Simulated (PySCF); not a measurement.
Molecule: `InChI=1S/C5H6O/c1-3-5(6)4-2/h3-4H,1-2H2`.

Geometry:
```tsv
atom	x (Å)	y (Å)	z (Å)
C1	-2.399	0.511	0.187
C2	-1.283	0.022	0.734
C3	0.030	0.159	0.044
O4	0.134	0.718	-1.030
C5	1.208	-0.428	0.741
C6	2.427	-0.363	0.198
H7	-3.373	0.423	0.674
H8	-2.342	1.018	-0.782
H9	-1.304	-0.491	1.701
H10	1.044	-0.912	1.708
H11	3.306	-0.786	0.690
H12	2.554	0.129	-0.772
```

Geometry PBE0-D3(BJ)/def2-SVP throughout; GIAO in PySCF 2.14, gas phase, one conformer, non-relativistic; equivalent atoms averaged; basis pcSseg-2.

**Question.** How do the absolute shieldings σ depend on the functional? (ppm; last column core-seconds on shared hosts with different chips, so compare them loosely)

**Answer.** 
| functional | kind | C3 | C1/C6 | C2/C5 | O4 | H8/H12 | H9/H10 | H7/H11 | core-s |
| --- | --- | --- | --- | --- | --- | --- | --- | --- | --- |
| HF | Hartree–Fock | -2.9 | 44.8 | 52.4 | -199.7 | 24.22 | 25.22 | 25.40 | 22 |
| LDA | LDA | -16.4 | 31.9 | 27.9 | -251.5 | 23.62 | 23.81 | 24.69 | 43 |
| PBE | GGA | -11.1 | 38.0 | 33.7 | -237.8 | 24.15 | 24.36 | 25.25 | 62 |
| BLYP | GGA | -16.1 | 34.9 | 29.5 | -234.5 | 24.41 | 24.67 | 25.54 | 74 |
| BP86 | GGA | -10.9 | 38.2 | 34.0 | -234.2 | 24.22 | 24.46 | 25.32 | 63 |
| OPBE | GGA | 0.5 | 47.0 | 44.2 | -224.6 | 24.17 | 24.32 | 25.24 | 65 |
| KT2 | GGA | 3.0 | 50.2 | 45.9 | -185.8 | 24.31 | 24.63 | 25.42 | 91 |
| KT3 | GGA | 3.3 | 50.8 | 46.7 | -187.6 | 24.51 | 24.80 | 25.62 | 88 |
| B97-D | GGA | -6.3 | 42.5 | 38.5 | -212.2 | 24.44 | 24.71 | 25.56 | 90 |
| B3LYP | global hybrid | -14.3 | 36.0 | 33.4 | -235.3 | 24.31 | 24.70 | 25.43 | 76 |
| PBE0 | global hybrid | -8.9 | 39.6 | 38.5 | -238.1 | 24.09 | 24.47 | 25.17 | 30 |
| mPW1PW91 | global hybrid | -9.7 | 39.0 | 38.0 | -239.2 | 24.16 | 24.54 | 25.24 | 74 |
| WP04 | global hybrid | -21.8 | 29.4 | 28.0 | -229.4 | 24.77 | 25.20 | 25.84 | 48 |
| B97-2 | global hybrid | -5.9 | 42.4 | 41.1 | -223.1 | 24.27 | 24.65 | 25.36 | 46 |
| BHandHLYP | global hybrid | -11.0 | 38.4 | 39.7 | -227.5 | 24.22 | 24.83 | 25.35 | 44 |
| CAM-B3LYP | range-separated hybrid | -15.2 | 35.9 | 34.7 | -237.4 | 24.14 | 24.61 | 25.24 | 62 |
| wB97X-D | range-separated hybrid | -11.2 | 38.7 | 38.1 | -241.4 | 24.17 | 24.61 | 25.24 | 58 |
| LC-wPBE | range-separated hybrid | -13.5 | 37.2 | 38.5 | -246.5 | 24.01 | 24.47 | 25.04 | 92 |

**Question.** Which nucleus moves most, in ppm?

**Answer.** O4 (ketone oxygen): from -251.5 ppm with LDA to -185.8 ppm with KT2. The smallest spread is 1.15 ppm, at H8/H12. Proton shifts span only some 12 ppm, so a few tenths of a ppm matter as much there as several ppm in carbon.
